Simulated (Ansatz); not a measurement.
# B₂Si (quintet): wave-function methods side by side, cc-pVTZ

The task here is to estimate one member of a computed series from the others.

Program: Ansatz 0.2.0, Gaussian basis. Level of theory: cc-pVTZ, core rule «outside noble gas», up to 7 orbitals frozen. These are calculated values, not measurements.

The runs, in order: UHF; CCSD(T) on ROHF; CCSD(T) on UHF; BCCD(T) on ROHF; CCSDT(Q) on ROHF; CCSDT(Q) on UHF; CASSCF and MRCISD+Q, 10 electrons in 12 orbitals; CASSCF and NEVPT2, 10 electrons in 12 orbitals.

8 further runs of the same task are left out: 2 for a known fault of the program, 6 set aside as unsound or not needed.

### What is computed

The geometry is a PBE0/def2-TZVP stationary point (not a proven minimum) of the parent state, kept for this charge and spin.

3 atoms, charge 0, spin multiplicity 5.

Atoms are counted from 1 here; the program's logs count them from 0.

Bond lengths: B1–B2 1.543 Å, B2–Si3 1.871 Å. Angles: B1–B2–Si3 180.0°.

Coordinates:

```xyz
3
B2Si
B     0.0000    0.0000   -1.6525
B     0.0000    0.0000   -0.1095
Si    0.0000    0.0000    1.7619
```

The first run:

in.yaml reads:

```yaml
crystal:
  periodic: [false, false, false]
  atoms:
    - {symbol: B, position_ang: [0.000000, 0.000000, -1.652467]}
    - {symbol: B, position_ang: [0.000000, 0.000000, -0.109467]}
    - {symbol: Si, position_ang: [0.000000, 0.000000, 1.761933]}
basis:
  gaussian: {orbitals: cc-pVTZ}
magnetization: {spin_polarized: true, initial_magnetization: 4}
hamiltonian: {xc: hf}
output: {orbitals: {seedname: orbitals}}
```

On the command line:

```bash
$ ansatz run in.yaml --threads 1 --pin off --events-out ev --progress --plain --max-ram 4096MiB --backend cpu
```

Steps of the session up to this table: UHF; CCSD(T) on ROHF; CCSD(T) on UHF; BCCD(T) on ROHF; CCSDT(Q) on ROHF; CCSDT(Q) on UHF; CASSCF and MRCISD+Q, 10 electrons in 12 orbitals; CASSCF and NEVPT2, 10 electrons in 12 orbitals.

One of the session's tables, all rows but one given; the rest of the session is left out.

It belongs to the step «Misses and costs». 

| method | from RCCSDT(Q) (meV) |
| --- | --- |
| ROHF | +6634.9 |
| UHF | +6483.9 |
| RMP2 | +1419.4 |
| UMP2 | +1461.3 |
| RCCSD | +411.6 |
| UCCSD | ? |
| RCCSD(T) | +85.1 |
| UCCSD(T) | +85.4 |
| BCCD(T) | +83.1 |
| RCCSDT | +22.4 |
| UCCSDT | +20.8 |
| RCCSDT(Q) | 0 |
| UCCSDT(Q) | -2.2 |
| CASSCF valence | +4370.3 |
| NEVPT2 valence | +1003.3 |
| MRCISD valence | +389.9 |
| MRCISD+Q valence | +59.2 |

Estimate the missing values for UCCSD.

The run gave: from RCCSDT(Q) (meV): +405.2. In the column «from RCCSDT(Q) (meV)» it lies between MRCISD valence (+389.9) and RCCSD (+411.6).

Caveats from the session: Restricted and unrestricted rows rest on different reference determinants; where their highest levels disagree by more than a few hundredths of an eV, they describe different states and don't form one ladder.
